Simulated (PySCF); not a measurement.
Cost against result

Saddle point of C2H8Si, singlet (C₂H₈Si (C[SiH2]C) → CH₄Si ([CH3][SiH]) + CH₄; bonds formed: C2–H3; bonds broken: Si1–C2, Si1–H3), PBE0-D4/def2-TZVP structure:

```
11
angstrom
Si -1.1537 0.2068 -0.2423
C 0.4262 -1.3804 -0.2096
H -0.5999 -0.8640 -1.1687
H -1.6909 -0.4189 1.0007
C 0.0575 1.5862 0.1936
H -0.0034 -2.3595 -0.0095
H 1.1329 -1.4242 -1.0388
H 0.9260 -0.9851 0.6729
H 0.7681 1.7236 -0.6256
H -0.4795 2.5300 0.3161
H 0.6167 1.3859 1.1113
```

Barriers are electronic and count from the start structure reached by relaxing down the imaginary mode.

PySCF 2.14 with density fitting (its default auxiliary sets; JK sets also for MP2 and CCSD(T)); basis: as named in each row; cores frozen in the correlated methods. B3LYP uses VWN-RPA correlation. Extrapolation: Hartree–Fock as exp(−7.88 √X), correlation as X^−2.97.

Times are rough, for one single point on 4 threads of a shared host (Intel Xeon).

The estimate by CCSD(T) at an estimated basis limit (MP2 extrapolated from triple and quadruple zeta, plus CCSD(T) − MP2 in triple zeta) is 75.16 kcal/mol.

```
   method       basis  time (s)  barrier (kcal/mol)  method less estimate
       HF      STO-3G         2              130.18                 55.03
 B3LYP-D4       6-31G         8               69.82                 -5.34
      MP2  def2-QZVPP         9               76.44                  1.29
  PBE0-D4    def2-SVP        10               72.80                 -2.36
   PBE-D4    def2-SVP        11               66.17                 -8.98
    SPW92  def2-TZVPP        15               64.32                -10.84
  PBE0-D4  def2-TZVPP        20               72.83                 -2.33
   PBE-D4  def2-TZVPP        24               66.26                 -8.89
 BHLYP-D4  def2-TZVPP        24               81.29                  6.14
 B3LYP-D4  def2-TZVPP        26               73.48                 -1.68
r2SCAN-D4  def2-TZVPP        44               71.52                 -3.63
  CCSD(T)    def2-SVP       100               76.08                  0.92
  CCSD(T)  def2-TZVPP       530               75.46                  0.30
  wB97M-V  def2-TZVPP       550               75.96                  0.80
```

All methods are single points on the PBE0-D4 structures.

T1 diagnostic: at most 0.014. The restricted Hartree–Fock reference is unstable towards an unrestricted one at one or more of these structures.

Losses and insertions of silylenes and their heavier kin drive the gas-phase chemistry of silicon and germanium vapour deposition.

Labels in which every atom is bracketed show which atoms are joined, not bond orders.
